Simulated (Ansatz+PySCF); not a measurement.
Results of a calculation; reference values are marked as such.
## PySCF 2.14.0 run

```python
from pyscf import gto, scf, cc

mol = gto.M(atom="""
Li 0.000000 0.000000 0.000000
H 3.252600 0.000000 0.000000
H -2.799250 0.000000 0.000000
""", basis='6-31g', charge=0, spin=3)
mf = scf.UHF(mol)
mf.kernel()
mycc = cc.CCSD(mf, frozen=None).run()
et = mycc.ccsd_t()
print(mf.e_tot, mycc.e_corr, et, mycc.e_tot + et)
```

The script is written out from the run's settings.

The run gave:

```json
{
  "Converged": "yes",
  "Reference energy": "-8.41548 hartree",
  "CCSD correlation energy": "-0.00037 hartree",
  "Triples correction": "0.00000 hartree",
  "Total energy": "-8.41585 hartree",
  "Spin squared of the determinant": "3.750"
}
```
